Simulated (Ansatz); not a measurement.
Take Rh in the fcc (Cu type) structure (space group Fm-3m, No. 225; a = 3.780 Å) as the base.

Level of theory: Ansatz (a first-principles code), PBEsol, PAW, cutoff 420 eV, scalar-relativistic without spin-orbit coupling.

It is then changed as follows: every Rh is replaced by Pt; the structure is relaxed again.

Measured lattice parameter a: Rh 3.794 Å (static lattice; corrected from measurement; as listed in Daniel Mejia-Rodriguez, S. B. Trickey, Phys. Rev. B (2018)); Pt 3.913 Å (static lattice; corrected from measurement; as listed in Daniel Mejia-Rodriguez, S. B. Trickey, Phys. Rev. B (2018)).

Q: How well does PBEsol reproduce the measured shift?

A: With PBEsol the lattice parameter a moves by +0.138 Å (3.780 → 3.918) against +0.119 Å measured.

No phonon test of stability was made. All final runs are without spin polarisation. Pt lies near a magnetic instability that expansion can trigger; it was not tested.
